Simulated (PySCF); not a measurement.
Molfile (atoms numbered from 1):
```
C4H5NS
     RDKit          3D

 11 11  0  0  0  0  0  0  0  0999 V2000
    1.9407   -0.0058    0.1345 C   0  0  0  0  0  0  0  0  0  0  0  0
    0.4650    0.0106    0.0236 C   0  0  0  0  0  0  0  0  0  0  0  0
   -0.3194   -0.9075    0.4519 N   0  0  0  0  0  0  0  0  0  0  0  0
   -1.6238   -0.6284    0.2156 C   0  0  0  0  0  0  0  0  0  0  0  0
   -1.8573    0.5479   -0.4176 C   0  0  0  0  0  0  0  0  0  0  0  0
   -0.3730    1.3573   -0.7410 S   0  0  0  0  0  0  0  0  0  0  0  0
    2.2499   -0.9192    0.6346 H   0  0  0  0  0  0  0  0  0  0  0  0
    2.2886    0.8546    0.7044 H   0  0  0  0  0  0  0  0  0  0  0  0
    2.3962    0.0382   -0.8537 H   0  0  0  0  0  0  0  0  0  0  0  0
   -2.3724   -1.3313    0.5330 H   0  0  0  0  0  0  0  0  0  0  0  0
   -2.7890    0.9863   -0.7113 H   0  0  0  0  0  0  0  0  0  0  0  0
  1  2  1  0
  2  3  2  0
  3  4  1  0
  4  5  2  0
  5  6  1  0
  6  2  1  0
  1  7  1  0
  1  8  1  0
  1  9  1  0
  4 10  1  0
  5 11  1  0
M  END
```

Geometry: GFN2-xTB; GIAO shifts from PySCF, gas phase, non-relativistic, averaged over equivalent atoms.

At PBE0/pcSseg-1 (134 basis functions, roughly 40 core-seconds):
```tsv
atoms	δ (ppm)
C2	171.4
C4	144.1
C5	129.0
C1	22.1
N3	350.8
H10	7.62
H11	7.08
H7/H8/H9	2.89
```

Referencing at the same level of theory: ¹³C (σref 186.93) and ¹H (σref 31.72) vs TMS; NH3 for ¹⁵N (σref 267.73).

Predict the values at HSE06/pcSseg-1 on the same geometry.

Results:


| atoms | δ at HSE06/pcSseg-1 | change |
| --- | --- | --- |
| C2 | 171.8 | +0.4 |
| C4 | 144.3 | +0.2 |
| C5 | 129.3 | +0.3 |
| C1 | 22.1 | +0.0 |
| N3 | 351.8 | +1.0 |
| H10 | 7.61 | -0.01 |
| H11 | 7.07 | -0.01 |
| H7/H8/H9 | 2.89 | +0.00 |

Shifts are taken against calculated references (same method and geometry level): ¹³C (σref 186.23) and ¹H (σref 31.72) against TMS; ¹⁵N (σref 267.30) vs NH3.

The largest change is at N3 (pyridine-type nitrogen of an azole). Cost: 134 basis functions, roughly 50 core-seconds. The order of the carbon signals is the same at both levels.

Experimental scales use liquid or dissolved standards, which lie at an offset from isolated NH3 (liquid NH3: subtract about 20 ppm). Unscaled 15N shifts of sp2 nitrogen come out 20 to 40 ppm too high even then.
